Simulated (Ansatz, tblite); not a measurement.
**GaCl2F: which spin state is lowest**

Aim: set other spin states of GaCl2F against its singlet, on many levels of theory.

Method: as each input shows; program: Ansatz 0.2.0, Gaussian basis.

Plan: triplet, at the geometry of the singlet (GFN1-xTB, GFN2-xTB, PBE0-D4/def2-TZVP, PBE-D4/def2-TZVP, r2SCAN-D4/def2-TZVP); the singlet's energies come from earlier runs.

## (1) The relaxed structure

The singlet was relaxed beforehand with r2SCAN-D4/def2-SVP.

4 atoms, charge 0, spin multiplicity 1.

Bond lengths: Ga1–Cl2 2.114 Å, Ga1–Cl3 2.114 Å, Ga1–F4 1.736 Å. Angles: Cl2–Ga1–Cl3 123.1°, Cl2–Ga1–F4 118.5°, Cl3–Ga1–F4 118.5°.

## (2) Triplet at the fixed geometry, GFN1-xTB

Tight binding, by tblite at 300 K electronic temperature and without a spin-polarisation term:

```python
tblite.interface.Calculator('GFN1-xTB', numbers, positions, charge=0, uhf=2).singlepoint()
```

Energy -405.9427 eV; 0.01 s.

## (3) Triplet at the fixed geometry, GFN2-xTB

Tight binding, by tblite at 300 K electronic temperature and without a spin-polarisation term:

```python
tblite.interface.Calculator('GFN2-xTB', numbers, positions, charge=0, uhf=2).singlepoint()
```

Energy -409.8779 eV; 0.005 s.

## (4) Triplet at the fixed geometry, PBE0-D4/def2-TZVP

Input file in.yaml:

```yaml
crystal:
  periodic: [false, false, false]
  atoms:
    - {symbol: Ga, position_ang: [-0.035702, -0.059937, -0.000356]}
    - {symbol: Cl, position_ang: [2.076529, -0.145464, 0.014521]}
    - {symbol: Cl, position_ang: [-1.116604, 1.756794, -0.015470]}
    - {symbol: F, position_ang: [-0.924224, -1.551393, 0.001315]}
basis:
  gaussian: {orbitals: def2-TZVP}
magnetization: {spin_polarized: true, initial_magnetization: 2}
hamiltonian: {xc: pbe0, dispersion: d4}
scf: {omitted_lower_state_checks: [starts]}
output: {orbitals: {seedname: orbitals}}
```

On the command line:

```bash
ansatz run in.yaml --threads 4 --pin off --events-out ev --progress --plain --max-ram 3916MiB
```

Log:

```text
Functional definition: PBE0
  name "PBE0"
  cite "Adamo & Barone, J. Chem. Phys. 110, 6158 (1999) doi:10.1063/1.478522"
  cite "Perdew, Burke & Ernzerhof, Phys. Rev. Lett. 77, 3865 (1996) doi:10.1103/PhysRevLett.77.3865"
  parent pbe
  parameter a = 0.25
  parameter kappa = 0.804
  parameter beta = 0.06672455060314922
  exchange = (1 - a)*pbe_x(kappa = kappa, mu = beta*pi^2/3) + a*exact_x
  correlation = pbe_c(beta = beta)
these checks for a lower state are left out or cut short: starts
1105 factors; their error is unknown
mean field evaluation 1: about -80119.4631 eV, gradient 3.2e1 eV
mean field evaluation 2: about -80083.2310 eV, gradient 1.0e2 eV
mean field evaluation 4: about -80122.4658 eV, gradient 4.9e0 eV
mean field evaluation 8: about -80122.5211 eV, gradient 1.3e-1 eV
mean field evaluation 16: about -80122.7932 eV, gradient 1.3e-3 eV
mean field evaluation 32: about -80122.7932 eV, gradient 2.9e-5 eV
mean field -80122.79319512 eV, -2944.4583407407 hartree, gradient 8.2e-6 eV, S^2 2.007012; 0 other end points of the search recorded, 0 dependent functions left out
reference -80122.79322137 eV, -2944.4583417055 hartree; 38, 36 occupied and 115, 117 virtual orbitals, 1105 factors
Total energy: -80122.88973541 eV, -2944.4618885311 hartree
Checks for a lower state left out: starts
```

Wall time 8.5 s (4 threads of Arm Neoverse V1, shared host); peak memory 0.84 GiB.

HOMO -4.00 eV, LUMO -8.15 eV (over both spins; with the spin held, an empty level of the minority spin lies below the top filled one); ⟨S²⟩ 2.007 (pure: 2.00).

## (5) Triplet at the fixed geometry, PBE-D4/def2-TZVP

start.molden holds the orbitals of an earlier run on this state, given as this run's starting guess.

Edit in.yaml of step 4 so:

```diff
@@ -8,5 +8,5 @@
 basis:
-  gaussian: {orbitals: def2-TZVP}
+  gaussian: {orbitals: def2-TZVP, initial_orbitals: start.molden}
 magnetization: {spin_polarized: true, initial_magnetization: 2}
-hamiltonian: {xc: pbe0, dispersion: d4}
+hamiltonian: {xc: pbe, dispersion: d4}
 scf: {omitted_lower_state_checks: [starts]}
```

Launched as before.

Log:

```text
Functional definition: PBE
  name "PBE"
  cite "Perdew, Burke & Ernzerhof, Phys. Rev. Lett. 77, 3865 (1996) doi:10.1103/PhysRevLett.77.3865"
  parent pbe
  parameter kappa = 0.804
  parameter beta = 0.06672455060314922
  exchange = pbe_x(kappa = kappa, mu = beta*pi^2/3)
  correlation = pbe_c(beta = beta)
these checks for a lower state are left out or cut short: starts
1036 factors; their error is unknown
mean field evaluation 1: about -80120.1539 eV, gradient 1.0e1 eV
mean field evaluation 2: about -80120.3238 eV, gradient 5.5e-1 eV
mean field evaluation 4: about -80120.3510 eV, gradient 1.3e-1 eV
mean field evaluation 8: about -80120.3380 eV, gradient 5.2e-4 eV
mean field evaluation 16: about -80120.3380 eV, gradient 8.9e-5 eV
mean field -80120.33803001 eV, -2944.3681150871 hartree, gradient 1.8e-6 eV, S^2 2.002493; 0 other end points of the search recorded, 0 dependent functions left out
reference -80120.33806538 eV, -2944.3681163871 hartree; 38, 36 occupied and 115, 117 virtual orbitals, 1036 factors
Total energy: -80120.45045642 eV, -2944.3722466815 hartree
Checks for a lower state left out: starts
```

It took 3.8 s on 4 threads of Arm Neoverse V1, shared host.

HOMO -3.18 eV, LUMO -8.55 eV (over both spins; with the spin held, an empty level of the minority spin lies below the top filled one); ⟨S²⟩ 2.002 (pure: 2.00).

## (6) Triplet at the fixed geometry, r2SCAN-D4/def2-TZVP

Edit in.yaml of step 5 so:

```diff
@@ -10,3 +10,3 @@
 magnetization: {spin_polarized: true, initial_magnetization: 2}
-hamiltonian: {xc: pbe, dispersion: d4}
+hamiltonian: {xc: r2scan, dispersion: d4}
 scf: {omitted_lower_state_checks: [starts]}
```

Launched as before.

Log, shortened:

```text
Functional definition: r2SCAN
  name "r2SCAN"
  cite "Furness, Kaplan, Ning, Perdew & Sun, J. Phys. Chem. Lett. 11, 8208 (2020) doi:10.1021/acs.jpclett.0c02405"
  cite "Furness, Kaplan, Ning, Perdew & Sun, J. Phys. Chem. Lett. 11, 9248 (2020) doi:10.1021/acs.jpclett.0c03077"
  parent r2scan
[...]
1036 factors; their error is unknown
[...]
mean field -80137.76303501 eV, -2945.0084722097 hartree, gradient 1.9e-6 eV, S^2 2.006224; 0 other end points of the search recorded, 0 dependent functions left out
reference -80137.76304596 eV, -2945.0084726122 hartree; 38, 36 occupied and 115, 117 virtual orbitals, 1036 factors
Total energy: -80137.78760508 eV, -2945.0093751432 hartree
Checks for a lower state left out: starts
```

Run time: 12 s. Hardware: 4 threads of Arm Neoverse V1, shared host.

HOMO -3.31 eV, LUMO -8.72 eV (over both spins; with the spin held, an empty level of the minority spin lies below the top filled one); ⟨S²⟩ 2.006 (pure: 2.00).

## (7) Triplet less singlet, vertical

The singlet's energies are those of its earlier runs, whose logs aren't repeated here.

| level | triplet less singlet, vertical (kJ/mol) | time |
| --- | --- | --- |
| GFN1-xTB | +567.6 | 0.016 s |
| GFN2-xTB | +395.8 | 0.01 s |
| PBE-D4/def2-TZVP | +512.4 | 5 s |
| r2SCAN-D4/def2-TZVP | +545.9 | 14 s |
| PBE0-D4/def2-TZVP | +569.1 | 9.9 s |

Times add the two runs; a level without a time comes out of a correlated run. Tight binding without a spin term can't rank spin states.

## (8) Results

| quantity | value |
| --- | --- |
| triplet less singlet, vertical, functionals in def2-TZVP | +512.4 (PBE-D4) to +569.1 kJ/mol (PBE0-D4) |

What this shows: All functionals put the triplet above the singlet, over a spread of 56.7 kJ/mol. The checks for a lower triplet were left out, so another state of that spin may lie lower. These are electronic energies, without zero-point motion, entropy or surroundings.
